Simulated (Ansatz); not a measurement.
## How close CCSD(T) comes to the exact answer in a basis

Each species is computed at the geometry given (Å), with frozen cores, in Ansatz 0.2.0: RHF-CCSD(T) for singlets, UHF-CCSD(T) otherwise, and full CI in the same basis. The program picks the determinant by a search with trial CCSD, so it needn't be the lowest Hartree–Fock solution. States: BeH3 doublet B2, HSiMg quartet Σ⁻ or Δ, H2B–Al quintet A2. Cases whose determinant has another symmetry than full CI's state, or lies over 0.5 eV above the lowest of its kind, whose (Q) step broke down or whose higher cluster runs on it stay over 0.1 eV above full CI weren't drawn.

Question: Judging by size, spin and bonding, rank them by the size of CCSD(T)'s error in total energy against full CI in the same basis, smallest first (an estimate).
A. HSiMg, quartet, 6-31G: Si 0.000 0.000 -0.256; Mg 0.000 0.000 -2.735; H 0.000 0.000 2.990
B. BeH3, doublet, 6-31++G**: Be 0.000 0.000 0.000; H 1.425 0.014 0.000; H -0.725 1.227 -0.003; H -0.700 -1.242 0.003
C. H2B–Al, quintet, 6-31G: B 0.000 0.000 1.369; Al 0.000 0.000 -0.689; H 0.000 1.078 1.886; H 0.000 -1.078 1.886

Answer: B (11.7 meV), C (16.2 meV), A (54.1 meV).

```
        species      basis  correlated electrons  CCSD(T) − full CI (meV)  CCSDT(Q) − full CI (meV)  unpaired electrons (full CI)     T1  ⟨S²⟩ of the determinant
  BeH3, doublet  6-31++G**                     5                     11.7                      -0.2                          1.03  0.025                     0.81
H2B–Al, quintet      6-31G                     8                     16.2                      -0.6                          4.02  0.013                     6.00
 HSiMg, quartet      6-31G                     7                     54.1                      -0.1                          3.31  0.098                     4.48
```

Unpaired electrons are Σ n²(2−n)² over natural occupations; an open shell counts its own unpaired electrons too. Frozen cores follow each run's orbitals, which moves totals by a few meV.
